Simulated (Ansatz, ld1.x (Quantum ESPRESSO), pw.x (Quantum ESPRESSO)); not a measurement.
# mercury (Hg): one change to the TM potential, in the atom and in the bcc crystal

| Item | Value |
| --- | --- |
| Element | Hg (Z = 80) |
| Generator | ld1.x (Quantum ESPRESSO) 7.5 |
| Type | norm-conserving Troullier–Martins (Kleinman–Bylander form) |
| Functional | PBEsol |
| Relativity | scalar-relativistic |
| Frozen core | [Xe] 4f14 |
| Valence charge | 12 |
| Reference configuration | 5d10 6s2 6p0 |
| Partial waves | 6p (bound, empty): rc 3.10 bohr; 5d (bound): rc 1.65 bohr; 6s (bound): rc 2.45 bohr |
| Local potential | the s channel |
| Core correction | a·sin(br)/r model core, default radius (core density twice the valence density) |

Change: local potential the d channel.

Cutoffs, loose and tight: the cutoffs (Ry, on a coarse ladder) from which the occupation-weighted sum of valence levels, in a spherical-Bessel basis at the reference potential, stays within 10 and 1 mRy of its value at 400 Ry. They do not see the model core or the augmentation charge, which bear on the density cutoff. Test errors are all-electron minus pseudo excitation energies from the reference, over the configurations 5d10 6s1 6p0; 5d10 6s0 6p0; 5d9 6s0 6p0; 5d8 6s0 6p0; 5d10 6s0 6p2; 5d9 6s2 6p0; 5d10 6s0 6p1; variants that change the core or the reference have their own tests.

Crystal test: bcc Hg in pw.x 7.5, no spin, 13³ k-points, Fermi–Dirac smearing 0.01 Ry, cutoffs set for each file from its atomic test. The reference is all-electron LAPW (Ansatz 0.2.0) with the same functional, mesh and smearing; V0 and B0 come from Birch–Murnaghan fits to the pressures at five volumes. Errors are pseudo minus all-electron; Δ is the rms difference of the E(V) curves that follow from these fits, minima aligned, over ±6 % about the mean V0. Mesh and smearing are coarse, so the numbers serve the comparison and aren't converged zero-temperature values; the lattice is a test structure that the element need not adopt.

All-electron: a0 = 3.635 Å (V0 = 24.02 Å³/atom), B0 = 34.9 GPa.

Q: Does the change bring the crystal closer to the all-electron result?

A: The mean pressure error goes from +1.01 to -46.53 GPa, so the change moves the solid further from the all-electron pressures.

| quantity | base | changed |
| --- | --- | --- |
| outcome (atom) | generated | generated |
| cutoff, loose (atom) | 50 Ry | 50 Ry |
| cutoff, tight (atom) | 80 Ry | 70 Ry |
| bound ghosts (atom) | none | s, p |
| largest test error (meV) (atom) | -587 | -79 over the solved tests; 3 of 7 tests not solved or not reliable |
| cutoffs in pw.x (Ry) | 100/400 | 85/340 |
| a0 (Å) | 3.671 | – |
| a0 error (%) | +0.98 | – |
| B0 error (%) | -10.4 | – |
| Δ (meV/atom) | 5.1 | – |
| mean pressure error (GPa) | +1.01 | -46.53 |

A dash: not determined, or the minimum lies outside the volumes sampled.

Base: The largest radius (3.10 bohr) exceeds half the bond length (2.98 bohr), so the spheres overlap, which is one possible source of error among others. This is a poor potential for the solid. Changed file: The largest radius (3.10 bohr) exceeds half the bond length (2.98 bohr), so the spheres overlap, which is one possible source of error among others. This is a poor potential for the solid. The pseudo pressure rises with volume over the whole range, a mechanical instability. Note: ghost states, extra bound levels that the all-electron valence spectrum of the same l lacks: s at -74.5 eV, p at -15.1 eV. A true bound ghost makes a file unfit for plane-wave use. Atomic configuration tests: 3 of 7 tests not solved or not reliable. The atomic cutoffs weigh occupied waves only.
